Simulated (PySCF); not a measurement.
Molecule: `C(CC)CC`, C$_{5}$H$_{12}$.

Geometry:
| atom | x (Å) | y (Å) | z (Å) |
| --- | --- | --- | --- |
| C1 | -2.545 | -0.270 | 0.309 |
| C2 | -1.239 | 0.429 | 0.650 |
| C3 | -0.016 | -0.236 | 0.034 |
| C4 | 1.298 | 0.457 | 0.370 |
| C5 | 2.513 | -0.214 | -0.250 |
| H6 | -3.409 | 0.233 | 0.768 |
| H7 | -2.713 | -0.293 | -0.780 |
| H8 | -2.543 | -1.315 | 0.661 |
| H9 | -1.284 | 1.482 | 0.318 |
| H10 | -1.115 | 0.468 | 1.747 |
| H11 | 0.032 | -1.290 | 0.364 |
| H12 | -0.136 | -0.275 | -1.065 |
| H13 | 1.246 | 1.510 | 0.039 |
| H14 | 1.415 | 0.497 | 1.468 |
| H15 | 2.440 | -0.236 | -1.349 |
| H16 | 3.445 | 0.310 | 0.011 |
| H17 | 2.611 | -1.257 | 0.092 |

Geometry PBE0-D3(BJ)/def2-SVP throughout; GIAO in PySCF, gas phase, one conformer, non-relativistic; equivalent atoms averaged; functional PBE0.

For orientation, aug-cc-pVDZ gives these absolute shieldings σ: C3 156.8, C2/C4 167.4, C1/C5 179.2, H9/H10/H13/H14 30.08, H6/H7/H8/H15/H16/H17 30.39, H11/H12 30.21 ppm.

A run gave: C3 156.8, C2/C4 167.7, C1/C5 175.4, H9/H10/H13/H14 31.67, H6/H7/H8/H15/H16/H17 31.74, H11/H12 31.83 ppm (absolute shieldings σ).

Problem. Which basis set was used in that run?
A. def2-SVP
B. 6-311+G(2d,p)
C. 6-31G*
D. pcSseg-0
E. STO-3G

Solution. D. C1/C5 tells them apart best: pcSseg-0 gives 175.4, 6-31G* gives 178.0, def2-SVP gives 177.8, STO-3G gives 214.4, 6-311+G(2d,p) gives 170.7 ppm.
